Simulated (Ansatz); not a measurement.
Relaxation of H₄S₂Si (7 atoms, charge 0, multiplicity 1), to a largest force component of 0.02 eV/Å in at most 50 steps.

Computed with UKS PBE0-D4/def2-mTZVP in Ansatz 0.2.0.

```xyz
7
Properties=species:S:1:pos:R:3
S -1.246 -0.978 -0.715
Si 0.031 0.445 0.217
S 1.558 -0.668 1.147
H -2.087 -0.007 -1.182
H 1.940 0.035 2.271
H -0.710 1.260 1.220
H 1.896 -1.441 0.107
```

Task: Where does it end, and by what steps?

Result: The run converged. After 12 steps the energy has fallen by 2.901 eV; H4 moved furthest, 0.92 Å.

```tsv
step	energy less start (eV)	largest force component (eV/Å)	accepted
0	0.0000	2.782	yes
1	-0.7424	0.663	yes
2	-0.9443	1.250	yes
3	-1.3454	2.744	yes
4	-1.8681	2.695	yes
5	-2.3442	1.798	yes
6	-2.5865	1.846	yes
7	-2.7359	1.486	yes
8	-2.8529	0.709	yes
9	-2.8948	0.139	yes
10	-2.8906	0.188	no
11	-2.9002	0.089	yes
12	-2.9008	0.014	yes
```

```xyz
7
Properties=species:S:1:pos:R:3
S -1.797 -0.512 -0.351
Si -0.251 0.909 0.232
S 1.344 -0.916 1.263
H -1.510 -0.526 -1.673
H 2.293 -0.099 1.775
H -0.773 0.963 1.662
H 2.074 -1.174 0.156
```

Whether the end is a true minimum wasn't checked by a vibrational analysis.

Time of the run: 28 s on 2 threads of Intel(R) Xeon(R) Platinum 8375C CPU @ 2.90GHz (Ice Lake), on a shared host, peak memory 0.25 GiB.
